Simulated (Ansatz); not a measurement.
**NS+ (singlet): from Hartree-Fock to the top rungs, cc-pVDZ**

Aim: climb from Hartree-Fock through coupled cluster and multireference methods for NS+ (singlet) at one geometry and basis, and see what each rung misses.

Method: cc-pVDZ, core rule «outside noble gas», up to 6 orbitals frozen; program: Ansatz 0.2.0, Gaussian basis.

Plan: UHF; CCSD(T) on RHF; CCSD(T) on UHF; BCCD(T) on RHF; CISD; CCSDT(Q) on RHF; CCSDT(Q) on UHF; CCSDTQ on RHF; CASSCF and MRCISD+Q, 10 electrons in 8 orbitals; CASSCF and NEVPT2, 10 electrons in 8 orbitals.

8 further runs of the same task are left out: 3 that didn't finish, 5 set aside as unsound or not needed. Runs told in other sessions of the task aren't counted.

## 1. What is computed

The geometry is a PBE0/def2-TZVP stationary point (not a proven minimum).

2 atoms, charge 1, spin multiplicity 1.

Atoms are counted from 1 here; the program's logs count them from 0.

Bond lengths: N1–S2 1.423 Å.

## 2. UHF

Contents of in.yaml:

```yaml
crystal:
  periodic: [false, false, false]
  atoms:
    - {symbol: N, position_ang: [0.000000, 0.000000, 0.000000]}
    - {symbol: S, position_ang: [0.000000, 0.000000, 1.422600]}
basis:
  gaussian: {orbitals: cc-pVDZ}
total_charge: 1
magnetization: {spin_polarized: true, initial_magnetization: 0}
hamiltonian: {xc: hf}
output: {orbitals: {seedname: orbitals}}
```

Run with:

```
$ ansatz run in.yaml --threads 1 --pin off --events-out ev --progress --plain --max-ram 2393MiB
```

Further steps of the session: CCSD(T) on RHF; CCSD(T) on UHF; BCCD(T) on RHF; CISD; CCSDT(Q) on RHF; CCSDT(Q) on UHF; CCSDTQ on RHF; CASSCF and MRCISD+Q, 10 electrons in 8 orbitals; CASSCF and NEVPT2, 10 electrons in 8 orbitals.

Q: Predict the results of all the runs planned. Wanted: RCCSDTQ from the RHF energy; RMP2 from RCCSDTQ; RCCSD from RCCSDTQ; RCCSD(T) from RCCSDTQ; RCCSDT(Q) from RCCSDTQ; NEVPT2 valence from RCCSDTQ; MRCISD+Q valence from RCCSDTQ; T1 diagnostic; effectively unpaired electrons.

The runs gave:

| quantity | value |
| --- | --- |
| RCCSDTQ from the RHF energy | -8.8033 eV |
| RMP2 from RCCSDTQ | +56.0 kJ/mol |
| RCCSD from RCCSDTQ | +48.1 kJ/mol |
| RCCSD(T) from RCCSDTQ | +5.5 kJ/mol |
| RCCSDT(Q) from RCCSDTQ | -1.0 kJ/mol |
| NEVPT2 valence from RCCSDTQ | +90.5 kJ/mol |
| MRCISD+Q valence from RCCSDTQ | -0.1 kJ/mol |
| levels within 1 kcal/mol (43 meV) | RCCSDT(Q), MRCISD+Q valence |
| T1 diagnostic | 0.018 |
| effectively unpaired electrons | 0.12 |

RCCSD(T) misses by +5.5 kJ/mol, 0.6 % of the correlation energy. One determinant dominates. Of the multireference levels listed MRCISD+Q valence comes nearest in total energy (-0.1 kJ/mol), which doesn't show that its space is the better one. These misses are within one basis, not against nature.
